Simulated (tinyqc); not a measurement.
Extended Hueckel theory, for HF-, step by step. The parameters take no account of the charge, which enters only through the electron count, and nothing here shows that the anion is bound. Computed by tinyqc, a small Python program that keeps every step (integrals from PySCF). Settings: charge = -1, K = 1.75, multiplicity = 2. Command: `OMP_NUM_THREADS=1 python tinyqc.py 29185 29186 out.jsonl` (the two numbers bound the seeds that draw the settings). One thread of a shared host (Intel(R) Xeon(R) Processor @ 2.60GHz), about 0.01 s of CPU time with the checks.

## Overlaps

Geometry (angstrom):
```
atom        x        y        z
F     0.00000  0.00000  0.00000
H     0.00000  0.00000  1.04000
```

Parameters chosen for this run:
```
element  shell  Slater exponent  H_ii (eV)
F           2s          2.42500  -40.00000
F           2p          2.42500  -18.10000
H           1s          1.30000  -13.60000
```

Slater orbitals, each expanded in six Gaussians scaled to its exponent.

overlap S, order 1F 2s, 1F 2px, 1F 2py, 1F 2pz, 2H 1s:
$$\begin{pmatrix}
1.00000 & 0.00000 & 0.00000 & 0.00000 & 0.38316 \\
0.00000 & 1.00000 & 0.00000 & 0.00000 & 0.00000 \\
0.00000 & 0.00000 & 1.00000 & 0.00000 & 0.00000 \\
0.00000 & 0.00000 & 0.00000 & 1.00000 & 0.33067 \\
0.38316 & 0.00000 & 0.00000 & 0.33067 & 1.00000
\end{pmatrix}$$

## Wolfsberg-Helmholz matrix

diagonal H_ii (eV): 1F 2s -40.00000, 1F 2px -18.10000, 1F 2py -18.10000, 1F 2pz -18.10000, 2H 1s -13.60000

K = 1.75000

H_ij = K' S_ij (H_ii + H_jj)/2 for i != j (the diagonal keeps H_ii), with K' = 1.75.

H (eV), order 1F 2s, 1F 2px, 1F 2py, 1F 2pz, 2H 1s:
$$\begin{pmatrix}
-40.00000 & 0.00000 & 0.00000 & 0.00000 & -17.97005 \\
0.00000 & -18.10000 & 0.00000 & 0.00000 & 0.00000 \\
0.00000 & 0.00000 & -18.10000 & 0.00000 & 0.00000 \\
0.00000 & 0.00000 & 0.00000 & -18.10000 & -9.17201 \\
-17.97005 & 0.00000 & 0.00000 & -9.17201 & -13.60000
\end{pmatrix}$$

## Orbitals

valence electrons = 9

Solve H C = S C e through S^(-1/2); fill by pairs from the bottom, a degenerate level sharing its electrons equally; each orbital has its largest coefficient positive (the first on a tie).

orbital energies (eV): [-40.25082, -18.89522, -18.10000, -18.10000, -1.12503]

occupations: [2.00000, 2.00000, 2.00000, 2.00000, 1.00000]

coefficients, order 1F 2s, 1F 2px, 1F 2py, 1F 2pz, 2H 1s:
$$\begin{pmatrix}
0.96035 & -0.12397 & 0.00000 & 0.00000 & -0.50963 \\
0.00000 & 0.00000 & -0.03568 & 0.99936 & 0.00000 \\
0.00000 & 0.00000 & 0.99936 & 0.03568 & 0.00000 \\
-0.01766 & 0.89653 & 0.00000 & 0.00000 & -0.58559 \\
0.09455 & 0.24383 & 0.00000 & 0.00000 & 1.12959
\end{pmatrix}$$

sum of one-electron energies = -191.81710 eV

Within a degenerate level the vectors are fixed only up to a rotation; this is one choice.

## Mulliken analysis

P = C n C^T; charge = valence electrons (F 7, H 1) minus the sum of (P S)_ii on the atom; overlap population = 2 sum P_ij S_ij between two atoms.

charges: 1F -0.83667, 2H -0.16333

Overlap populations:
```
pair      value
2-1   -0.498842
```
